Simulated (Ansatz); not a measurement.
**Solid CO2 (dry ice)**

Method: r²SCAN-D4 (Ansatz, a first-principles code, PAW).

Cell: relaxed at this level.

```yaml
lattice_energy: 30 kJ/mol
volume_per_molecule: 41.67 Å³
```

Measured, for comparison: lattice energy 28 kJ/mol (sublimation enthalpy back-corrected for vibrations incl. anharmonic terms (X23); as tabulated in Klimeš (2016), arXiv:1606.06868). Computed (rounded) less measured: lattice energy +2 kJ/mol.

Static lattice: no zero-point or thermal effects.

Computing time: about 18 core-seconds (a rough figure).
